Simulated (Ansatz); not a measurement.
A nudged elastic band was laid between two geometries of AlH3O + H4Si (10 atoms, charge 0, multiplicity 1).

Computed with RKS PBE0-D4/6-31G* in Ansatz.

```
movable images  : 7
climbing image  : yes
spring          : 5.0 eV/Å²
optimiser       : quadratic models (default)
start path      : through a guess of the saddle point
force threshold : 0.03 eV/Å
iteration limit : 60
end points      : relaxed
```

Initial state:

```xyz
10
Properties=species:S:1:pos:R:3
Al 0.059 -0.163 0.387
O -0.253 -1.287 1.651
H -1.164 -1.460 1.906
H 1.571 -0.030 -0.071
H -1.165 0.479 -0.417
Si 0.122 2.979 1.046
H 1.030 3.828 1.859
H 0.569 2.918 -0.366
H -1.284 3.438 1.154
H 0.201 1.594 1.630
```

Final state:

```xyz
10
Properties=species:S:1:pos:R:3
Al 0.128 0.423 -0.007
O -0.148 -0.358 1.864
H -1.085 -0.374 2.110
H 1.570 -0.173 -0.358
H -1.194 -0.224 -0.643
Si 0.035 2.799 0.655
H 0.804 3.017 1.932
H 0.600 3.784 -0.319
H -1.348 3.284 0.979
H 0.323 0.119 2.566
```

Question: Which bonds break or form, and what moves?

Answer: Bonds broken: Si6–H10. Bonds formed: Al1–Si6, O2–H10. AlH3O + H4Si becomes AlH7OSi.

Question: Give the energies along the band, and the barrier.

Answer: It converged. The highest image is number 4 of 0 to 8, 127.9 kJ/mol above the first end and 92.2 kJ/mol above the last; the last end lies 35.7 kJ/mol above the first. A vibrational analysis at the climbing image gives one clearly imaginary mode, 1309i cm⁻¹: a first-order saddle point. The orbitals stay closed-shell, which can raise the energy where a bond breaks towards radicals; this wasn't checked here.

| image | path coordinate (Å) | energy (kJ/mol) | Si6–H10 (Å) | Al1–Si6 (Å) | O2–H10 (Å) |
| --- | --- | --- | --- | --- | --- |
| 0 | 0.00 | 0.0 | 1.51 | 3.21 | 2.92 |
| 1 | 0.62 | 0.4 | 1.50 | 3.23 | 2.80 |
| 2 | 1.23 | 6.2 | 1.50 | 3.17 | 2.47 |
| 3 | 1.85 | 35.2 | 1.53 | 2.95 | 1.97 |
| 4 | 2.46 | 127.9 | 1.88 | 2.66 | 1.27 |
| 5 | 3.07 | 72.4 | 2.41 | 2.51 | 0.99 |
| 6 | 3.67 | 41.6 | 2.92 | 2.47 | 0.97 |
| 7 | 4.28 | 36.1 | 3.30 | 2.47 | 0.97 |
| 8 | 4.89 | 35.7 | 3.30 | 2.47 | 0.97 |

Question: What is the geometry of the highest image?

Answer: 
```xyz
10
Properties=species:S:1:pos:R:3
Al 0.207 0.172 0.128
O -0.206 -0.363 1.868
H -1.121 -0.650 2.011
H 1.733 -0.016 -0.254
H -1.034 0.024 -0.858
Si 0.052 2.648 1.093
H 1.151 3.243 1.904
H 0.326 3.007 -0.340
H -1.231 3.322 1.451
H -0.191 0.908 1.777
```

Question: What are the harmonic wavenumbers there?

Answer: 1309i, 112, 210, 273, 346, 355, 427, 452, 543, 616, 684, 729, 776, 885, 921, 937, 1215, 1613, 1937, 1970, 2189, 2241, 2257, 3805 cm⁻¹.

The run took 9.7 min on 1 thread of Arm Neoverse V1, on a shared host, peak memory 0.13 GiB.
